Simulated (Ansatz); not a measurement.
```xyz
18

C    -2.085   -0.319   -1.065
C    -1.711    0.675   -0.018
C    -0.736    0.576    0.881
C     0.234   -0.545    1.064
C     1.673   -0.135    0.741
C     1.884    0.183   -0.728
H    -3.126   -0.636   -0.947
H    -1.458   -1.210   -1.047
H    -2.007    0.126   -2.063
H    -2.314    1.580   -0.001
H    -0.601    1.413    1.565
H     0.190   -0.881    2.106
H    -0.041   -1.407    0.449
H     1.942    0.735    1.350
H     2.347   -0.942    1.046
H     1.667   -0.690   -1.352
H     1.227    0.992   -1.054
H     2.915    0.485   -0.927
```

The species carries charge 0 and has multiplicity 1.

Q: List the r2SCAN/def2-TZVPP orbital energies in eV (the Gaussian-basis code of Ansatz). (An estimate is asked.)

A: Ansatz gave: Occupied: -272.89, -272.89, -272.87, -272.81, -272.77, -272.55, -21.14, -19.97, -18.31, -17.00, -15.11, -13.40, -12.11, -11.40, -11.09, -10.31, -10.10, -9.81, -9.14, -8.63, -8.50, -8.19, -7.77, -5.97. Lowest empty: -0.10, 1.32, 1.84, 2.08, 2.37, 3.04, 3.13, 3.22.
